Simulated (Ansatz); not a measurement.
Relaxation of C2H5NOS (10 atoms, charge 0, multiplicity 1), to a largest force component of 0.015 eV/Å in at most 40 steps.

These are results of RKS B3LYP-D4/def2-SVP in Ansatz 0.2.0, not measurements.

```xyz
10
Properties=species:S:1:pos:R:3
N -0.617 -0.098 1.232
C 0.196 0.088 0.066
S 1.816 -0.280 0.379
C -0.277 0.051 -1.332
O -0.034 1.275 -0.698
H -0.168 0.336 2.026
H -1.433 0.576 1.103
H 1.696 -1.536 0.763
H -1.392 -0.190 -1.421
H 0.294 -0.274 -2.116
```

**Question.** Where does it end, and by what steps?

**Answer.** The forces met the threshold. After 8 steps the energy has fallen by 0.653 eV; H7 moved furthest, 0.38 Å.

```tsv
step	energy less start (eV)	largest force component (eV/Å)	accepted
0	0.0000	4.681	yes
1	-0.5157	1.745	yes
2	-0.6267	0.708	yes
3	-0.6387	0.419	yes
4	-0.6445	0.144	yes
5	-0.6516	0.212	yes
6	-0.6531	0.019	yes
7	-0.6532	0.017	yes
8	-0.6532	0.009	yes
```

```xyz
10
Properties=species:S:1:pos:R:3
N -0.575 -0.061 1.212
C 0.218 0.118 0.058
S 1.964 -0.333 0.316
C -0.364 0.076 -1.288
O 0.115 1.305 -0.722
H -0.199 0.472 1.996
H -1.541 0.219 1.052
H 1.696 -1.523 0.903
H -1.455 0.005 -1.405
H 0.224 -0.329 -2.120
```

Whether the end is a true minimum wasn't checked by a vibrational analysis.

Run time: 25 s on 2 threads of Arm Neoverse V1, with other jobs on the host, peak memory 0.21 GiB.
